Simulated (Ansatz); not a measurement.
System: AlF$_{3}$, net charge 0, singlet state. 
Geometry from a B3LYP-D3(BJ)/def2-TZVP (Ansatz, an electronic-structure program) optimisation:
SMILES: [F][Al]([F])[F]
```xyz
4

Al     0.0000     0.0000     0.0000
F     -0.0003     1.6340     0.0254
F      1.4150    -0.8162    -0.0451
F     -1.4147    -0.8178     0.0197
```

Wanted: vertical electron affinity (to the doublet state of charge -1; a negative value means that the extra electron is unbound and the number depends on the basis; each state is the SCF solution reached for its spin; the molecule has degenerate orbitals, so one determinant may break the symmetry), in eV. Cores are frozen in the correlated levels unless marked. Open shells are spin-unrestricted. No spin-orbit coupling. Non-relativistic. Anions need diffuse functions: aug- sets have them; def2-D sets add few. Basis-set limits of correlation are two-point, X^-3; Hartree-Fock from the larger set. The bracket is a focal-point correction in the basis named.

```csv
level,program,vertical electron affinity (eV)
CAM-B3LYP/def2-TZVPD,Ansatz,0.24
wB97M-V/def2-TZVPD,Ansatz,0.05
```

Task: Estimate the value at RI-MP2/CBS(aug-cc-pV(T+d)Z,aug-cc-pV(Q+d)Z)+[CCSD(T)-MP2]/aug-cc-pV(T+d)Z as computed with Ansatz.

Result: 0.09 eV, so wB97M-V/def2-TZVPD differs from it by -0.04 eV.
